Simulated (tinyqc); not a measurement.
RKS/LDA (VWN5) in the sto-3g basis, for H2O, spin multiplicity 1, step by step. One step of it, computed by the program tinyqc.

Task: Iteration 1: building the Kohn-Sham matrix. J_ij = sum D_kl (ij|kl); F = H + J + V_xc; E = tr D H + tr D J / 2 + E_xc + E_nn.

D at the start:
```
,1O 1s,1O 2s,1O 2px,1O 2py,1O 2pz,2H 1s,3H 1s
1O 1s,1.250291,0.278128,0.125007,0.493453,0.056724,-0.881343,0.301145
1O 2s,0.278128,1.441625,-0.401538,-0.657567,0.026166,-0.047855,-1.028038
1O 2px,0.125007,-0.401538,1.654482,-0.287789,-0.148856,-0.269975,-0.268583
1O 2py,0.493453,-0.657567,-0.287789,1.758324,-0.142046,-0.201798,0.206660
1O 2pz,0.056724,0.026166,-0.148856,-0.142046,2.081508,-0.466267,-0.520545
2H 1s,-0.881343,-0.047855,-0.269975,-0.201798,-0.466267,0.762876,-0.267629
3H 1s,0.301145,-1.028038,-0.268583,0.206660,-0.520545,-0.267629,2.142825
```

core Hamiltonian H = T + V (hartree):
```
,1O 1s,1O 2s,1O 2px,1O 2py,1O 2pz,2H 1s,3H 1s
1O 1s,-32.426026,-7.543003,0.000000,0.000000,-0.011702,-0.764055,-0.764055
1O 2s,-7.543003,-9.053625,0.000000,0.000000,-0.146363,-1.989717,-1.989717
1O 2px,0.000000,0.000000,-7.221969,0.000000,0.000000,0.000000,0.000000
1O 2py,0.000000,0.000000,0.000000,-7.280294,0.000000,-1.105523,1.105523
1O 2pz,-0.011702,-0.146363,0.000000,0.000000,-7.278307,-1.120825,-1.120825
2H 1s,-0.764055,-1.989717,0.000000,-1.105523,-1.120825,-3.964055,-0.764570
3H 1s,-0.764055,-1.989717,0.000000,1.105523,-1.120825,-0.764570,-3.964055
```

Two-electron integrals (ij|kl) in chemists' order, unique and non-zero (hartree):
```
i,j,k,l,(ij|kl)
1,1,1,1,4.785065
2,1,1,1,0.741380
2,1,2,1,0.136873
2,2,1,1,1.118947
2,2,2,1,0.256633
2,2,2,2,0.817206
3,1,3,1,0.024477
3,2,3,1,0.037809
3,2,3,2,0.180518
3,3,1,1,1.115814
3,3,2,1,0.256684
3,3,2,2,0.817023
3,3,3,3,0.880159
4,1,4,1,0.024477
4,2,4,1,0.037809
4,2,4,2,0.180518
4,3,4,3,0.047444
4,4,1,1,1.115814
4,4,2,1,0.256684
4,4,2,2,0.817023
4,4,3,3,0.785270
4,4,4,4,0.880159
5,1,5,1,0.024477
5,2,5,1,0.037809
5,2,5,2,0.180518
5,3,5,3,0.047444
5,4,5,4,0.047444
5,5,1,1,1.115814
5,5,2,1,0.256684
5,5,2,2,0.817023
5,5,3,3,0.785270
5,5,4,4,0.785270
5,5,5,5,0.880159
6,1,1,1,0.075186
6,1,2,1,0.013781
6,1,2,2,0.025735
6,1,3,3,0.025688
6,1,4,1,0.000430
6,1,4,2,0.000817
6,1,4,4,0.025762
6,1,5,1,0.000423
6,1,5,2,0.000803
6,1,5,4,0.000073
6,1,5,5,0.025759
6,1,6,1,0.001404
6,2,1,1,0.213359
6,2,2,1,0.049683
6,2,2,2,0.179129
6,2,3,3,0.175915
6,2,4,1,0.002631
6,2,4,2,0.021573
6,2,4,4,0.180727
6,2,5,1,0.002586
6,2,5,2,0.021202
6,2,5,4,0.004729
6,2,5,5,0.180563
6,2,6,1,0.005108
6,2,6,2,0.051946
6,3,3,1,0.004810
6,3,3,2,0.029389
6,3,4,3,0.004285
6,3,5,3,0.004211
6,3,6,3,0.006816
6,4,1,1,0.119123
6,4,2,1,0.028066
6,4,2,2,0.108116
6,4,3,3,0.103438
6,4,4,1,0.006087
6,4,4,2,0.041430
6,4,4,4,0.114724
6,4,5,1,0.001255
6,4,5,2,0.011833
6,4,5,4,0.006881
6,4,5,5,0.106062
6,4,6,1,0.002989
6,4,6,2,0.038190
6,4,6,4,0.034604
6,5,1,1,0.117076
6,5,2,1,0.027583
6,5,2,2,0.106258
6,5,3,3,0.101660
6,5,4,1,0.001255
6,5,4,2,0.011833
6,5,4,4,0.104330
6,5,5,1,0.006044
6,5,5,2,0.041019
6,5,5,4,0.006909
6,5,5,5,0.112661
6,5,6,1,0.002938
6,5,6,2,0.037534
6,5,6,4,0.027310
6,5,6,5,0.033657
6,6,1,1,0.401545
6,6,2,1,0.094960
6,6,2,2,0.394788
6,6,3,3,0.380829
6,6,4,1,0.005571
6,6,4,2,0.064998
6,6,4,4,0.401920
6,6,5,1,0.005475
6,6,5,2,0.063881
6,6,5,4,0.020729
6,6,5,5,0.401202
6,6,6,1,0.009803
6,6,6,2,0.155401
6,6,6,4,0.130756
6,6,6,5,0.128509
6,6,6,6,0.774606
7,1,1,1,0.075186
7,1,2,1,0.013781
7,1,2,2,0.025735
7,1,3,3,0.025688
7,1,4,1,-0.000430
7,1,4,2,-0.000817
7,1,4,4,0.025762
7,1,5,1,0.000423
7,1,5,2,0.000803
7,1,5,4,-0.000073
7,1,5,5,0.025759
7,1,6,1,0.001388
7,1,6,2,0.004980
7,1,6,4,0.002705
7,1,6,5,0.002868
7,1,6,6,0.009521
7,1,7,1,0.001404
7,2,1,1,0.213359
7,2,2,1,0.049683
7,2,2,2,0.179129
7,2,3,3,0.175915
7,2,4,1,-0.002631
7,2,4,2,-0.021573
7,2,4,4,0.180727
7,2,5,1,0.002586
7,2,5,2,0.021202
7,2,5,4,-0.004729
7,2,5,5,0.180563
7,2,6,1,0.004980
7,2,6,2,0.041719
7,2,6,4,0.021390
7,2,6,5,0.029341
7,2,6,6,0.100815
7,2,7,1,0.005108
7,2,7,2,0.051946
7,3,3,1,0.004810
7,3,3,2,0.029389
7,3,4,3,-0.004285
7,3,5,3,0.004211
7,3,6,3,0.005293
7,3,7,3,0.006816
7,4,1,1,-0.119123
7,4,2,1,-0.028066
7,4,2,2,-0.108116
7,4,3,3,-0.103438
7,4,4,1,0.006087
7,4,4,2,0.041430
7,4,4,4,-0.114724
7,4,5,1,-0.001255
7,4,5,2,-0.011833
7,4,5,4,0.006881
7,4,5,5,-0.106062
7,4,6,1,-0.002705
7,4,6,2,-0.021390
7,4,6,4,-0.006016
7,4,6,5,-0.014793
7,4,6,6,-0.048309
7,4,7,1,-0.002989
7,4,7,2,-0.038190
7,4,7,4,0.034604
7,5,1,1,0.117076
7,5,2,1,0.027583
7,5,2,2,0.106258
7,5,3,3,0.101660
7,5,4,1,-0.001255
7,5,4,2,-0.011833
7,5,4,4,0.104330
7,5,5,1,0.006044
7,5,5,2,0.041019
7,5,5,4,-0.006909
7,5,5,5,0.112661
7,5,6,1,0.002868
7,5,6,2,0.029341
7,5,6,4,0.014793
7,5,6,5,0.025635
7,5,6,6,0.077205
7,5,7,1,0.002938
7,5,7,2,0.037534
7,5,7,4,-0.027310
7,5,7,5,0.033657
7,6,1,1,0.073132
7,6,2,1,0.017229
7,6,2,2,0.068932
7,6,3,3,0.067107
7,6,4,4,0.068125
7,6,5,1,0.001279
7,6,5,2,0.013222
7,6,5,5,0.071488
7,6,6,1,0.001759
7,6,6,2,0.021098
7,6,6,4,0.013584
7,6,6,5,0.017184
7,6,6,6,0.072318
7,6,7,1,0.001759
7,6,7,2,0.021098
7,6,7,4,-0.013584
7,6,7,5,0.017184
7,6,7,6,0.011703
7,7,1,1,0.401545
7,7,2,1,0.094960
7,7,2,2,0.394788
7,7,3,3,0.380829
7,7,4,1,-0.005571
7,7,4,2,-0.064998
7,7,4,4,0.401920
7,7,5,1,0.005475
7,7,5,2,0.063881
7,7,5,4,-0.020729
7,7,5,5,0.401202
7,7,6,1,0.009521
7,7,6,2,0.100815
7,7,6,4,0.048309
7,7,6,5,0.077205
7,7,6,6,0.282605
7,7,7,1,0.009803
7,7,7,2,0.155401
7,7,7,4,-0.130756
7,7,7,5,0.128509
7,7,7,6,0.072318
7,7,7,7,0.774606
```

nuclear repulsion = 6.77036496 hartree

V_xc (hartree):
```
,1O 1s,1O 2s,1O 2px,1O 2py,1O 2pz,2H 1s,3H 1s
1O 1s,-2.480165,-0.384451,0.003629,-0.001531,0.000066,-0.039101,-0.039220
1O 2s,-0.384451,-0.784169,0.035761,0.040839,0.010225,-0.152007,-0.169985
1O 2px,0.003629,0.035761,-0.778734,0.015915,0.009575,0.008810,0.005646
1O 2py,-0.001531,0.040839,0.015915,-0.781273,0.008054,-0.082525,0.112024
1O 2pz,0.000066,0.010225,0.009575,0.008054,-0.794910,-0.087763,-0.103056
2H 1s,-0.039101,-0.152007,0.008810,-0.082525,-0.087763,-0.381334,-0.060220
3H 1s,-0.039220,-0.169985,0.005646,0.112024,-0.103056,-0.060220,-0.516132
```

E_xc = sum of w rho eps_xc = -7.26541091 hartree

Give: Coulomb J; Kohn-Sham matrix F; total energy of this density.

Result:

Coulomb J (hartree):
```
,1O 1s,1O 2s,1O 2px,1O 2py,1O 2pz,2H 1s,3H 1s
1O 1s,14.3918,2.8498,-0.0294,-0.0289,0.0010,0.2861,0.2876
1O 2s,2.8498,7.6057,-0.1672,-0.2477,0.0551,1.6483,1.7571
1O 2px,-0.0294,-0.1672,7.5644,-0.0273,-0.0187,-0.0326,-0.0277
1O 2py,-0.0289,-0.2477,-0.0273,7.6101,-0.0322,0.9518,-1.1325
1O 2pz,0.0010,0.0551,-0.0187,-0.0322,7.6278,0.9993,1.0858
2H 1s,0.2861,1.6483,-0.0326,0.9518,0.9993,3.8651,0.6923
3H 1s,0.2876,1.7571,-0.0277,-1.1325,1.0858,0.6923,4.6031
```

Kohn-Sham matrix F (hartree):
```
,1O 1s,1O 2s,1O 2px,1O 2py,1O 2pz,2H 1s,3H 1s
1O 1s,-20.5144,-5.0777,-0.0258,-0.0304,-0.0107,-0.5170,-0.5156
1O 2s,-5.0777,-2.2321,-0.1314,-0.2069,-0.0810,-0.4934,-0.4026
1O 2px,-0.0258,-0.1314,-0.4363,-0.0114,-0.0091,-0.0238,-0.0221
1O 2py,-0.0304,-0.2069,-0.0114,-0.4515,-0.0241,-0.2363,0.0850
1O 2pz,-0.0107,-0.0810,-0.0091,-0.0241,-0.4454,-0.2093,-0.1381
2H 1s,-0.5170,-0.4934,-0.0238,-0.2363,-0.2093,-0.4803,-0.1325
3H 1s,-0.5156,-0.4026,-0.0221,0.0850,-0.1381,-0.1325,0.1229
```

total energy of this density = -61.902736 hartree
